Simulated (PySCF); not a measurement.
# SF₄ + H₂O → SOF₂ + 2 HF

Level: B3LYP in the def2-TZVP basis family, all electrons, no relativity, computed in PySCF with density fitting; open shells unrestricted.

```json
{"species": "SF₄", "state and structure": "singlet, C2v, S–F 1.566 Å (×2), S–F 1.668 Å (×2); F–S–F 87.8° (×4), F–S–F 101.1°, F–S–F 173.1°", "E (Eh)": "-797.72530", "ZPE (kJ/mol)": "29.7", "H(298 K) − H(0) (kJ/mol)": "15.3", "S° (J/(mol K))": "296.5"}
{"species": "H₂O", "state and structure": "singlet, C2v, O–H 0.963 Å (×2); H–O–H 105.2°", "E (Eh)": "-76.46303", "ZPE (kJ/mol)": "55.6", "H(298 K) − H(0) (kJ/mol)": "9.9", "S° (J/(mol K))": "188.8"}
{"species": "SOF₂", "state and structure": "singlet, Cs, S–F 1.606 Å (×2), S–O 1.424 Å; F–S–F 93.1°, F–S–O 106.5° (×2)", "E (Eh)": "-673.24612", "ZPE (kJ/mol)": "24.6", "H(298 K) − H(0) (kJ/mol)": "12.8", "S° (J/(mol K))": "280.2"}
{"species": "HF", "state and structure": "singlet, C∞v, H–F 0.924 Å", "E (Eh)": "-100.49049", "ZPE (kJ/mol)": "24.4", "H(298 K) − H(0) (kJ/mol)": "8.7", "S° (J/(mol K))": "173.7"}
```

(1) What is the electronic reaction energy?

(2) Add zero-point, thermal and entropy terms for 298.15 K and 1 bar.

Answers

(1) At B3LYP/def2-TZVP, ΔE = -101.8 kJ/mol from the differences of the total energies times 2625.5, downhill. Hydrolysis steps of this kind drive oxide growth by atomic layer deposition.

(2) ΔZPE = -11.9 and Δ[H(298) − H(0)] = 5.0 kJ/mol give ΔH° = -108.7 kJ/mol. ΔS° = 142.3 J/(mol K), so ΔG° = -108.7 − 298.15 × (0.1423) = -151 kJ/mol.

Each species is the lowest minimum found with this bonding; other isomers or fragments can lie lower.
